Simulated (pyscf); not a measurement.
A first-order saddle from PySCF, ωB97X-D3(BJ)/def2-SVP:

```xyz
10

C     -1.4828    -0.7828    -0.2244
Si    -0.2663     1.0273    -0.3031
H     -0.7985    -1.4344    -0.7865
H     -2.3044    -0.4320    -0.8652
H     -1.9127    -1.3637     0.6126
H     -0.9507     2.3455    -0.1573
H      1.1950     0.8977    -0.0300
H     -0.3288     0.8044    -1.8088
H     -1.0110     0.0109     0.7678
H     -0.5094     0.8186     1.4054
```

Surface: singlet, charge 0. Lowest wavenumbers (cm⁻¹): 1724i, 194, 276, 457, 555.

Question: Name the species on either side of this saddle.

Answer: H₃C–SiH₃ + H₂ ⇌ CH₄ + SiH₄, a four-centre exchange read from left to right: C–Si, H–H broken and C–H, H–Si formed. At ωB97M-D3(BJ)/def2-TZVP it lies +3.12 eV from the left side and +3.42 eV from the right (each side as separated species at their lowest minima found). At the saddle there is also a short H–Si contact that neither side keeps. One saddle was located; it need not be the lowest between these sides.
